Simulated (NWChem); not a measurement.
# One shape, several levels: C3H5N (propanenitrile)

Wanted: a comparison of 6 runs (HF/STO-3G, HF/3-21G, HF/def2-SVP, HF/def2-SVPD, PBE0/def2-SVP, PBE0/6-311+G**) of C3H5N (propanenitrile). 

The calculation is run with NWChem 7.3.0.

### 1 Starting point

C3H5N has 9 atoms, charge 0, and is taken as a singlet. As SMILES, `CCC#N`. The shape is that of a PBE0-D4/def2-TZVP optimisation.

Bond lengths: C1–C2 1.526 Å, C2–C3 1.455 Å, C3–N4 1.150 Å, C1–H5 1.091 Å, C1–H6 1.091 Å, C1–H7 1.091 Å, C2–H8 1.094 Å, C2–H9 1.094 Å. Some angles: C1–C2–C3 112.4°, C2–C3–N4 179.0°, C1–C2–H8 110.8°, C1–C2–H9 110.8°, C3–C2–H8 108.0°, C3–C2–H9 108.0°, C2–C1–H5 110.9°, C2–C1–H6 109.9°, C2–C1–H7 110.9°, H8–C2–H9 106.7°.

### 2 Energy and gradient at HF/STO-3G (run 1)

test.xyz

```xyz
9

C     -0.406530     0.827960    -0.438170
C     -0.117130    -0.318420     0.526230
C      0.980750    -1.159530     0.075140
N      1.850440    -1.812720    -0.296990
H     -0.677880     0.448780    -1.424000
H     -1.233850     1.430130    -0.060230
H      0.466080     1.472300    -0.550620
H     -0.999220    -0.953050     0.650040
H      0.137320     0.064530     1.518590
```

test.nw

```
start test
memory total 2200 mb
geometry units angstroms noautosym nocenter noautoz
  load test.xyz
end
basis spherical bse
  * library STO-3G
end
scf
  thresh 1e-08
  maxiter 80
  print low
end
task scf gradient
```

The run is started by

```sh
$ nwchem test.nw > test.out
```

The log of the run:

```text
[...]
  functions       =    25
[...]
  wavefunction    = RHF
[...]
         Total SCF energy =   -168.850383372373
      One-electron energy =   -432.855985127399
      Two-electron energy =    160.649215137154
 Nuclear repulsion energy =    103.356386617872
        Time for solution =      1.0s
[...]
                         RHF ENERGY GRADIENTS
    atom               coordinates                        gradient
                 x          y          z           x          y          z
   1 C      -0.768230   1.564618  -0.828021    0.004886  -0.015822   0.012144
   2 C      -0.221344  -0.601727   0.994431    0.019872  -0.002216  -0.023390
   3 C       1.853349  -2.191194   0.141994   -0.013815   0.009361   0.007077
   4 N       3.496825  -3.425544  -0.561230   -0.011039   0.008759   0.004200
   5 H      -1.281007   0.848071  -2.690970   -0.000752  -0.000801  -0.004034
   6 H      -2.331638   2.702554  -0.113818   -0.003321   0.002458   0.001472
   7 H       0.880763   2.782244  -1.040521    0.003066   0.002611  -0.001122
   8 H      -1.888252  -1.801003   1.228397   -0.000376  -0.003006   0.001117
   9 H       0.259497   0.121944   2.869719    0.001479  -0.001345   0.002538
 Task  times  cpu:        1.2s     wall:        1.2s
[...]
```

It took 1.8 s on 1 thread of AMD EPYC 9R45 (Zen 5), shared host; peak memory 0.098 GiB.

### 3 Energy and forces at HF/3-21G (run 2)

run.nw

```
start run
title "C3H5N"
memory 2200 mb
geometry noautosym nocenter noautoz
C    -0.406530    0.827960   -0.438170
C    -0.117130   -0.318420    0.526230
C     0.980750   -1.159530    0.075140
N     1.850440   -1.812720   -0.296990
H    -0.677880    0.448780   -1.424000
H    -1.233850    1.430130   -0.060230
H     0.466080    1.472300   -0.550620
H    -0.999220   -0.953050    0.650040
H     0.137320    0.064530    1.518590
end
basis spherical bse
C library 3-21G
N library 3-21G
H library 3-21G
end
scf
singlet
rhf
thresh 1e-08
maxiter 80
noprint "final vectors analysis"
end
task scf gradient
```

The run is started by

```sh
$ nwchem run.nw > run.out
```

The log of the run:

```text
[...]
  functions       =    46
[...]
  wavefunction    = RHF
[...]
         Total SCF energy =   -170.010523965856
      One-electron energy =   -433.034016103511
      Two-electron energy =    159.667105519783
 Nuclear repulsion energy =    103.356386617872
        Time for solution =      1.1s
[...]
                         RHF ENERGY GRADIENTS
    atom               coordinates                        gradient
                 x          y          z           x          y          z
   1 C      -0.768230   1.564618  -0.828021    0.002456  -0.011440   0.010189
   2 C      -0.221344  -0.601727   0.994431    0.004463   0.009187  -0.016585
   3 C       1.853349  -2.191194   0.141994   -0.025044   0.017018   0.012770
   4 N       3.496825  -3.425544  -0.561230    0.021274  -0.015506  -0.009626
   5 H      -1.281007   0.848071  -2.690970   -0.001047  -0.001617  -0.005276
   6 H      -2.331638   2.702554  -0.113818   -0.004176   0.002965   0.001998
   7 H       0.880763   2.782244  -1.040521    0.004427   0.003276  -0.001099
   8 H      -1.888252  -1.801003   1.228397   -0.004185  -0.004635   0.001513
   9 H       0.259497   0.121944   2.869719    0.001832   0.000753   0.006114
[...]
```

It took 1.9 s on 1 thread of AMD EPYC 9R45 (Zen 5), shared host; peak memory 0.1 GiB.

### 4 Energy and forces at HF/def2-SVP (run 3)

geom.xyz

```xyz
9

C     -0.406530     0.827960    -0.438170
C     -0.117130    -0.318420     0.526230
C      0.980750    -1.159530     0.075140
N      1.850440    -1.812720    -0.296990
H     -0.677880     0.448780    -1.424000
H     -1.233850     1.430130    -0.060230
H      0.466080     1.472300    -0.550620
H     -0.999220    -0.953050     0.650040
H      0.137320     0.064530     1.518590
```

geom.nw

```
start geom
memory 2200 mb

geometry units angstroms noautosym nocenter noautoz
  load format xyz geom.xyz
end

basis spherical bse
  C library def2-SVP
  N library def2-SVP
  H library def2-SVP
end

scf
  thresh 1e-08
  maxiter 80
end

task scf gradient
```

The run is started by

```sh
$ nwchem geom.nw > geom.out
```

The log of the run:

```text
[...]
  functions       =    81
[...]
  wavefunction    = RHF
[...]
         Total SCF energy =   -170.832420290896
      One-electron energy =   -434.196389771103
      Two-electron energy =    160.007582862336
 Nuclear repulsion energy =    103.356386617872
        Time for solution =      6.9s
[...]
                         RHF ENERGY GRADIENTS
    atom               coordinates                        gradient
                 x          y          z           x          y          z
   1 C      -0.768230   1.564618  -0.828021    0.000790  -0.002033   0.001348
   2 C      -0.221344  -0.601727   0.994431    0.009627  -0.005036  -0.006684
   3 C       1.853349  -2.191194   0.141994   -0.043364   0.033027   0.017990
   4 N       3.496825  -3.425544  -0.561230    0.034073  -0.025422  -0.014755
   5 H      -1.281007   0.848071  -2.690970    0.000114  -0.000401  -0.000404
   6 H      -2.331638   2.702554  -0.113818   -0.000466   0.000200   0.000380
   7 H       0.880763   2.782244  -1.040521    0.000580   0.000011  -0.000052
   8 H      -1.888252  -1.801003   1.228397   -0.001675  -0.001068   0.000324
   9 H       0.259497   0.121944   2.869719    0.000321   0.000722   0.001854
[...]
```

Wall time 8.7 s (1 thread of AMD EPYC 9R45 (Zen 5), shared host); peak memory 0.1 GiB.

Runs 4 to 5 aren't shown in full; the table further down has their settings and results.

### 5 Energy and forces at PBE0/6-311+G(d,p) (run 6)

run.py

```python
from ase import Atoms
from ase.calculators.nwchem import NWChem

molecule = Atoms(['C', 'C', 'C', 'N', 'H', 'H', 'H', 'H', 'H'], positions=[
    [-0.406530, 0.827960, -0.438170],
    [-0.117130, -0.318420, 0.526230],
    [0.980750, -1.159530, 0.075140],
    [1.850440, -1.812720, -0.296990],
    [-0.677880, 0.448780, -1.424000],
    [-1.233850, 1.430130, -0.060230],
    [0.466080, 1.472300, -0.550620],
    [-0.999220, -0.953050, 0.650040],
    [0.137320, 0.064530, 1.518590],
])

calc = NWChem(
    label='nw',
    theory='dft',
    memory='2200 mb',
    basis='6-311+G**',
    basispar='spherical bse',
    dft={'xc': 'pbe0', 'mult': '1', 'grid': 'fine', 'convergence': 'energy 1e-08', 'iterations': '100', 'mulliken': None},
)
molecule.calc = calc

forces = molecule.get_forces()
print("Total energy (eV):", round(molecule.get_potential_energy(), 6))
print("forces (eV/A):")
for s, f in zip(molecule.symbols, forces):
    print(f"{s:2s} {f[0]:10.5f} {f[1]:10.5f} {f[2]:10.5f}")
print("dipole (e A):", molecule.get_dipole_moment().round(4))
```

The run is started by

```sh
$ export ASE_NWCHEM_COMMAND="nwchem PREFIX.nwi > PREFIX.nwo"
$ python run.py
```

The log of the run:

```text
Total energy (eV): -4677.683003
forces (eV/A):
C    -0.00771    0.02371   -0.01769
C     0.00586   -0.02345    0.01923
C    -0.24641    0.17946    0.11349
N     0.28483   -0.21777   -0.11832
H    -0.01610   -0.00848   -0.04155
H    -0.03332    0.02895    0.00956
H     0.03034    0.03322   -0.00591
H    -0.02700   -0.02422    0.00668
H     0.00962    0.00848    0.03450
dipole (e A): [-0.6478  0.523   0.2347]
```

The calculator wrote nw.nwi:

```
title "nw"

permanent_dir nw

scratch_dir nw

start nw

geometry units angstrom nocenter noautosym noautoz
  C  -4.0653000000000000e-01 8.2796000000000003e-01 -4.3817000000000000e-01
  C  -1.1713000000000000e-01 -3.1841999999999998e-01 5.2622999999999998e-01
  C  9.8075000000000001e-01 -1.1595299999999999e+00 7.5139999999999998e-02
  N  1.8504400000000001e+00 -1.8127200000000001e+00 -2.9698999999999998e-01
  H  -6.7788000000000004e-01 4.4878000000000001e-01 -1.4239999999999999e+00
  H  -1.2338499999999999e+00 1.4301299999999999e+00 -6.0229999999999999e-02
  H  4.6607999999999999e-01 1.4722999999999999e+00 -5.5062000000000000e-01
  H  -9.9922000000000000e-01 -9.5304999999999995e-01 6.5003999999999995e-01
  H  1.3732000000000000e-01 6.4530000000000004e-02 1.5185900000000001e+00
end

memory 2200 mb

basis spherical bse noprint
   * library 6-311+G**
end

dft
  xc pbe0
  mult 1
  grid fine
  convergence energy 1e-08
  iterations 100
  mulliken
end

task dft gradient
```

nw.nwo, shortened:

```text
[...]
         Total DFT energy =     -171.901681096596
[...]
  wavefunction    = closed shell
                         DFT ENERGY GRADIENTS
    atom               coordinates                        gradient
                 x          y          z           x          y          z
   1 C      -0.768230   1.564618  -0.828021    0.000150  -0.000461   0.000344
   2 C      -0.221344  -0.601727   0.994431   -0.000114   0.000456  -0.000374
   3 C       1.853349  -2.191194   0.141994    0.004792  -0.003490  -0.002207
[... 5 lines of this table left out ...]
   9 H       0.259497   0.121944   2.869719   -0.000187  -0.000165  -0.000671
[...]
```

Run time: 28 s. Hardware: 1 thread of AMD EPYC 9R45 (Zen 5), shared host; peak memory 0.12 GiB.

### 6 The series

```tsv
run	level	iteration cap	module	energy (Eh)	largest force (eV/Å)	wall time
1	HF/STO-3G	80	scf	-168.850383	1.582	1.8 s
2	HF/3-21G	80	scf	-170.010524	1.690	1.9 s
3	HF/def2-SVP	80	scf	-170.832420	2.952	8.7 s
4	HF/def2-SVPD	80	scf	-170.838189	3.020	30 s
5	PBE0/def2-SVP	100	dft	-171.728347	1.013	28 s
6	PBE0/6-311+G**	100	dft	-171.901681	0.378	28 s
```

### 7 Results

| quantity | value |
| --- | --- |
| run 6: total energy | -171.90168 Eh |
| run 6: dipole moment | 4.15 D |
| run 6: HOMO energy | -9.36 eV |
| run 6: LUMO energy | -0.07 eV |
| run 6: HOMO–LUMO gap | 9.29 eV |
| run 6: largest force on an atom | 0.378 eV/Å |

**Reading.** Over runs 2, 3, 4, 5, 6 the dipole moment (its size) runs from 3.89 D (PBE0/def2-SVP) to 4.31 D (HF/def2-SVPD). The two ends differ in method and basis. Over runs 3, 4, 5, 6 the HOMO–LUMO gap runs from 9.29 eV (PBE0/6-311+G**) to 16.61 eV (HF/def2-SVP). In run 1 the basis is minimal, so the values are rough. All runs together took 99 s, the longest 30 s.
